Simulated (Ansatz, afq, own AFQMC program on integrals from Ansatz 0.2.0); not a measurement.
AFQMC on a folder of integrals that Ansatz 0.2.0 wrote.

```yaml
crystal:
  periodic: [false, false, false]
  atoms:
    - {symbol: Si, position_ang: [-0.600578, -0.002766, 0.000384]}
    - {symbol: C, position_ang: [1.270622, 0.005851, -0.000813]}
    - {symbol: H, position_ang: [-1.133652, 1.386628, 0.006024]}
    - {symbol: H, position_ang: [-1.123250, -0.705689, 1.203433]}
    - {symbol: H, position_ang: [-1.124835, -0.696512, -1.207293]}
    - {symbol: H, position_ang: [1.663221, -1.013334, -0.004951]}
    - {symbol: H, position_ang: [1.656753, 0.514757, 0.885080]}
    - {symbol: H, position_ang: [1.655591, 0.521489, -0.883312]}
basis:
  gaussian: {orbitals: cc-pVDZ}
magnetization: {spin_polarized: false}
correlation: {method: ccsd_t, electrons: outside_noble_gas, hamiltonian_folder: ham}
```

```sh
$ ansatz run in.yaml --threads 1 --pin off --events-out ev --progress --plain --max-ram 1843MiB
```

afq runs on the folder ham with

```
--method phaseless --trial hf --walkers 120 --populations 1 --least-time 40 --time-step 0.005 --steps-per-block 20 --equilibration-blocks 112 --max-blocks 600 --target-error 0.00135 --factor-cut 1e-05 --seed 4661 --taylor-order 6
```

Times are imaginary, in 1/Eh. The walk had a cap of 2035 s.

Output of the walk:

```
orbitals 56  electrons 7 7  factors 450 of 573
reference energy -330.29123349 Eh
CCSD correlation -0.30185176 Eh in 8 cycles, weight of the determinant in the CISD state 0.8745
energy of the start -330.291234 Eh
 block  time / (1/Eh)  mean weight  energy / Eh
     1     0.100  1.0010  -330.353633
     2     0.200  1.0006  -330.414832
     3     0.300  1.0044  -330.446928
     4     0.400  1.0047  -330.466818
     5     0.500  0.9991  -330.500505
    10     1.000  0.9990  -330.561467
    52     5.200  0.9980  -330.637363
    86     8.600  1.0027  -330.628488
   171    17.100  0.9990  -330.603489
   256    25.600  0.9979  -330.585209
   273    27.300  1.0001  -330.564703
   341    34.100  1.0006  -330.627419
   426    42.600  1.0005  -330.577462
   511    51.100  1.0009  -330.597811
   596    59.600  1.0016  -330.607725
   681    68.100  0.9995  -330.609697
   698    69.800  0.9992  -330.581980
blocks merged  error / Eh  count
     1  0.000725  600
     2  0.000973  300
     4  0.001271  150
     8  0.001565  75
    16  0.001992  37
    32  0.002155  18
    64  0.002705  9
energy -330.601626 +/- 0.002155 Eh
(rows thinned)
```

The run passed its tests (sampling time, drift between the halves within three errors, error under three times the target), which doesn't prove that it has relaxed.

Against this walk (error 58.6 meV) on the same determinant: CCSD(T) 41.6 meV higher (within the noise), CCSDT(Q) 9.7 meV higher (within the noise), a separate phaseless walk with a CISD trial and standard settings 30.6 ± 59.8 meV higher (within the noise). The error is statistical and leaves out the bias of the constraint.

Cautions: constraint bias not in the error; error above the target (58.6 against 36.7 meV).

The walk took 6.5 min on 1 thread of Arm Neoverse V1 (shared host). The log's last line is the phaseless energy.

CCSDT and higher add their correlation energy to the determinant of the CCSD(T) run, since their own runs factorise the integrals more tightly (a shift of under 2 meV). A walk keeps the symmetry of its determinant, which the program's search chose and which needn't be the lowest solution, so a lower state of the same spin and another symmetry isn't excluded.
